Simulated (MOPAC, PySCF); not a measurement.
Cl4Si, SMILES `Cl[Si](Cl)(Cl)Cl`, neutral singlet in the gas phase. 

Z-matrix (Å, degrees):
```
Si
Cl 1 2.0214
Cl 1 2.0214 2 109.47
Cl 1 2.0214 2 109.47 3 -120.00
Cl 1 2.0214 2 109.47 4 -120.00
```
Charge 0, multiplicity 1.

All levels are single points at this geometry (PBE0-D3(BJ)/def2-TZVP); Pople sets use spherical d functions. Orbital energies aren't observables, and empty levels follow the basis.

PM7 in MOPAC gives HOMO (eV) = -12.00.

Problem. Estimate the HOMO (eV) from each of these levels: PBE0-D3(BJ)/def2-TZVP in PySCF; B3LYP/6-311+G** in PySCF; PBE/6-31G* in PySCF; HF/3-21G in PySCF; HF/STO-3G in PySCF; AM1 in MOPAC; PM3 in MOPAC; PM6 in MOPAC.

Solution. 
```tsv
level	HOMO (eV)
PBE0-D3(BJ)/def2-TZVP in PySCF	-9.54
B3LYP/6-311+G** in PySCF	-9.40
PBE/6-31G* in PySCF	-8.19
HF/3-21G in PySCF	-13.68
HF/STO-3G in PySCF	-12.11
AM1 in MOPAC	-13.00
PM3 in MOPAC	-11.23
PM6 in MOPAC	-11.58
```
